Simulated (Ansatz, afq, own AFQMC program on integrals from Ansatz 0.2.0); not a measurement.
## ZrB⁺, quintet: AFQMC among the cluster methods

```xyz
2

Zr    0.0000    0.0000    0.0000
B     0.0000    0.0000    2.0189
```

Basis def2-TZVP with its core potentials. Only valence electrons are correlated. AFQMC by an in-house program on the Cholesky factors that Ansatz 0.2.0 writes for its CCSD(T) run. The CISD trial takes its coefficients from CCSD amplitudes. Released means that phaseless walkers are propagated on without the constraint, phases kept. Error bars are statistical, one sigma. No spin–orbit coupling. The metal's outer-core s and p shells are frozen, which shifts wave-function levels against functionals.

Determinant: UHF, the one that the program's search chose, which needn't be the lowest solution. The geometry is a PBE0/def2-TZVP stationary point of this or a neighbouring charge and spin state.

No full CI on the walks' own integrals is used here; CCSDT(Q) serves as the reference and is uncertain by about the last step of the cluster series.

Cautions: no spin-orbit coupling; outer-core shells of the metal frozen; lower spins were not checked; higher spins were not checked; strong correlation (T1 0.063, weight of the determinant 0.86, largest double 0.05).

- T1 diagnostic: 0.0632
- weight of the determinant in the CISD state: 0.859
- ⟨S²⟩ of the determinant: 6.011
- size of the correlated space: 6 electrons in 66 orbitals

Reference: CCSDT(Q), correlation energy -3.596 eV. The released energy is read at 3.00 1/Eh, later times being too noisy (meV from the phaseless value at times in 1/Eh: -23 ± 3 at 0.60, -37 ± 4 at 1.20, -55 ± 6 at 2.00, -49 ± 6 at 3.00, -47 ± 12 at 4.20).

```csv
level,E − E(reference) (kJ/mol),share of correlation (%)
HF,346.9,0.00
MP2,81.4,76.52
CCSD,24.8,92.84
CCSD(T),5.6,98.39
CCSDT,1.5,99.57
ph-AFQMC/CISD,6.1 ± 0.4,98.25
released AFQMC,1.3 ± 0.6,99.62
```

A walk keeps the symmetry of its determinant, which the program's search chose and which needn't be the lowest solution, so a lower state of the same spin and another symmetry isn't excluded. Released energies are given only where the last usable release times agree within the noise; a slower fall can still hide under it.
